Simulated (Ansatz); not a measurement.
Ansatz (a program for electronic structure) input (B3LYP-D3(BJ)/def2-TZVP):

Ansatz 0.2 input:
```yaml
crystal:
  periodic: [false, false, false]
  atoms:
    - {symbol: Cl, position_ang: [-0.00000000, -0.00000000, -0.50551697]}
    - {symbol: O, position_ang: [0.00000000, 0.00000000, 1.07422357]}
basis:
  gaussian:
    orbitals: def2-TZVP
hamiltonian:
  xc: b3lyp
  dispersion: d3bj
magnetization: {spin_polarized: true, initial_magnetization: 1}
phonons: {temperatures: {t_min: 298.15, t_max: 298.15, t_step: 100}}
```

Output:

```
Functional definition: B3LYP
integrals: 0.01 GiB planned
414 factors; their error is unknown
mean field: 0.17 GiB planned
mean field evaluation 1: about -14563.2481 eV, gradient 3.6e1 eV
mean field evaluation 2: about -14541.4814 eV, gradient 8.1e1 eV
mean field evaluation 4: about -14568.0093 eV, gradient 3.4e0 eV
mean field evaluation 8: about -14568.0977 eV, gradient 9.2e-2 eV
mean field evaluation 16: about -14568.0977 eV, gradient 1.5e-5 eV
mean field -14568.09774068 eV, -535.3677173588 hartree, gradient 1.5e-5 eV, S^2 0.754926; 0 other end points of the search recorded, 0 dependent functions left out
the calculation of the forces begins
reference -14568.09790177 eV, -535.3677232785 hartree; 13, 12 occupied and 55, 56 virtual orbitals, 414 factors
these checks for a lower state are left out or cut short: stability, starts, cluster_reference, orbital_swaps, neighbouring_geometries, increment
integrals: 0.01 GiB planned
414 factors; their error is unknown
mean field: 0.17 GiB planned
mean field -14568.09774069 eV, -535.3677173589 hartree, gradient 1.3e-6 eV, S^2 0.754926; 0 other end points of the search recorded, 0 dependent functions left out
the calculation of the forces begins
reference -14568.09790177 eV, -535.3677232785 hartree; 13, 12 occupied and 55, 56 virtual orbitals, 414 factors
these checks for a lower state are left out or cut short: stability, starts, cluster_reference, orbital_swaps, neighbouring_geometries, increment
integrals: 0.01 GiB planned
414 factors; their error is unknown
mean field: 0.17 GiB planned
mean field evaluation 32: about -14568.0977 eV, gradient 1.3e-6 eV
mean field -14568.09774069 eV, -535.3677173589 hartree, gradient 1.3e-6 eV, S^2 0.754926; 0 other end points of the search recorded, 0 dependent functions left out
the calculation of the forces begins
reference -14568.09790177 eV, -535.3677232785 hartree; 13, 12 occupied and 55, 56 virtual orbitals, 414 factors
these checks for a lower state are left out or cut short: stability, starts, cluster_reference, orbital_swaps, neighbouring_geometries, increment
integrals: 0.01 GiB planned
414 factors; their error is unknown
mean field: 0.17 GiB planned
mean field -14568.09774069 eV, -535.3677173589 hartree, gradient 8.6e-7 eV, S^2 0.754926; 0 other end points of the search recorded, 0 dependent functions left out
the calculation of the forces begins
reference -14568.09790177 eV, -535.3677232785 hartree; 13, 12 occupied and 55, 56 virtual orbitals, 414 factors
these checks for a lower state are left out or cut short: stability, starts, cluster_reference, orbital_swaps, neighbouring_geometries, increment
integrals: 0.01 GiB planned
414 factors; their error is unknown
mean field: 0.17 GiB planned
mean field -14568.09774069 eV, -535.3677173589 hartree, gradient 8.6e-7 eV, S^2 0.754926; 0 other end points of the search recorded, 0 dependent functions left out
the calculation of the forces begins
reference -14568.09790177 eV, -535.3677232785 hartree; 13, 12 occupied and 55, 56 virtual orbitals, 414 factors
these checks for a lower state are left out or cut short: stability, starts, cluster_reference, orbital_swaps, neighbouring_geometries, increment
integrals: 0.01 GiB planned
414 factors; their error is unknown
mean field: 0.17 GiB planned
mean field -14568.09764644 eV, -535.3677138953 hartree, gradient 2.7e-6 eV, S^2 0.754921; 0 other end points of the search recorded, 0 dependent functions left out
the calculation of the forces begins
reference -14568.09780748 eV, -535.3677198136 hartree; 13, 12 occupied and 55, 56 virtual orbitals, 414 factors
these checks for a lower state are left out or cut short: stability, starts, cluster_reference, orbital_swaps, neighbouring_geometries, increment
integrals: 0.01 GiB planned
414 factors; their error is unknown
mean field: 0.17 GiB planned
mean field -14568.09764964 eV, -535.3677140130 hartree, gradient 2.8e-6 eV, S^2 0.754931; 0 other end points of the search recorded, 0 dependent functions left out
the calculation of the forces begins
reference -14568.09781076 eV, -535.3677199339 hartree; 13, 12 occupied and 55, 56 virtual orbitals, 414 factors
these checks for a lower state are left out or cut short: stability, starts, cluster_reference, orbital_swaps, neighbouring_geometries, increment
integrals: 0.01 GiB planned
414 factors; their error is unknown
mean field: 0.17 GiB planned
mean field evaluation 64: about -14568.0977 eV, gradient 7.2e-2 eV
mean field -14568.09774069 eV, -535.3677173589 hartree, gradient 1.3e-6 eV, S^2 0.754926; 0 other end points of the search recorded, 0 dependent functions left out
the calculation of the forces begins
reference -14568.09790177 eV, -535.3677232785 hartree; 13, 12 occupied and 55, 56 virtual orbitals, 414 factors
these checks for a lower state are left out or cut short: stability, starts, cluster_reference, orbital_swaps, neighbouring_geometries, increment
integrals: 0.01 GiB planned
414 factors; their error is unknown
mean field: 0.17 GiB planned
mean field -14568.09774069 eV, -535.3677173589 hartree, gradient 1.3e-6 eV, S^2 0.754926; 0 other end points of the search recorded, 0 dependent functions left out
the calculation of the forces begins
reference -14568.09790177 eV, -535.3677232785 hartree; 13, 12 occupied and 55, 56 virtual orbitals, 414 factors
these checks for a lower state are left out or cut short: stability, starts, cluster_reference, orbital_swaps, neighbouring_geometries, increment
integrals: 0.01 GiB planned
414 factors; their error is unknown
mean field: 0.17 GiB planned
mean field -14568.09774069 eV, -535.3677173589 hartree, gradient 8.6e-7 eV, S^2 0.754926; 0 other end points of the search recorded, 0 dependent functions left out
the calculation of the forces begins
reference -14568.09790177 eV, -535.3677232785 hartree; 13, 12 occupied and 55, 56 virtual orbitals, 414 factors
these checks for a lower state are left out or cut short: stability, starts, cluster_reference, orbital_swaps, neighbouring_geometries, increment
integrals: 0.01 GiB planned
414 factors; their error is unknown
mean field: 0.17 GiB planned
mean field -14568.09774069 eV, -535.3677173589 hartree, gradient 8.6e-7 eV, S^2 0.754926; 0 other end points of the search recorded, 0 dependent functions left out
the calculation of the forces begins
reference -14568.09790177 eV, -535.3677232785 hartree; 13, 12 occupied and 55, 56 virtual orbitals, 414 factors
these checks for a lower state are left out or cut short: stability, starts, cluster_reference, orbital_swaps, neighbouring_geometries, increment
integrals: 0.01 GiB planned
414 factors; their error is unknown
mean field: 0.17 GiB planned
mean field evaluation 96: about -14568.0976 eV, gradient 2.8e-6 eV
mean field -14568.09764964 eV, -535.3677140130 hartree, gradient 2.8e-6 eV, S^2 0.754931; 0 other end points of the search recorded, 0 dependent functions left out
the calculation of the forces begins
reference -14568.09781076 eV, -535.3677199339 hartree; 13, 12 occupied and 55, 56 virtual orbitals, 414 factors
these checks for a lower state are left out or cut short: stability, starts, cluster_reference, orbital_swaps, neighbouring_geometries, increment
integrals: 0.01 GiB planned
414 factors; their error is unknown
mean field: 0.17 GiB planned
mean field -14568.09764644 eV, -535.3677138953 hartree, gradient 2.7e-6 eV, S^2 0.754921; 0 other end points of the search recorded, 0 dependent functions left out
the calculation of the forces begins
reference -14568.09780748 eV, -535.3677198136 hartree; 13, 12 occupied and 55, 56 virtual orbitals, 414 factors
Total energy: -14568.12429763 eV, -535.3686933087 hartree
Atom 0 at    -0.000000    -0.000000    -0.505517 Å, force     0.000000     0.000000     0.000016 eV/Å
Atom 1 at     0.000000     0.000000     1.074224 Å, force    -0.000000    -0.000000    -0.000016 eV/Å
Dipole moment:     0.000000     0.000000    -0.291171 e Å
Vibrations: 855.20 cm⁻¹, zero-point energy 0.053016 eV
```
